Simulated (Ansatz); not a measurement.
# Al2: the cost of one run

Program: Ansatz 0.2.0, Gaussian basis. Level of theory: def2-QZVPP, core rule «outside noble gas», up to 10 orbitals frozen. These are calculated values, not measurements.

Plan: UHF; ROHF; CCSD(T) on UHF.

2 further runs of the same task are left out: 2 set aside as unsound or not needed.

## Step 1: The geometry

The geometry is a PBE0/def2-TZVP stationary point (not a proven minimum).

2 atoms, charge 0, spin multiplicity 3.

Atoms are counted from 1 here; the program's logs count them from 0.

Bond lengths: Al1–Al2 2.479 Å.

## Step 2: UHF

in.yaml reads:

```yaml
crystal:
  periodic: [false, false, false]
  atoms:
    - {symbol: Al, position_ang: [0.000000, 0.000000, 0.000000]}
    - {symbol: Al, position_ang: [0.000000, 0.000000, 2.478843]}
basis:
  gaussian: {orbitals: "def2-QZVPP.json"}
magnetization: {spin_polarized: true, initial_magnetization: 2}
hamiltonian: {xc: hf}
output: {orbitals: {seedname: orbitals}}
```

Run with:

```bash
> ansatz run in.yaml --threads 1 --pin off --events-out ev --progress --plain --max-ram 4096MiB --backend cpu
```

What time and memory should one allow on 1 thread of AMD EPYC 7R13, shared host?

About 27 s, with a peak of 0.34 GiB.
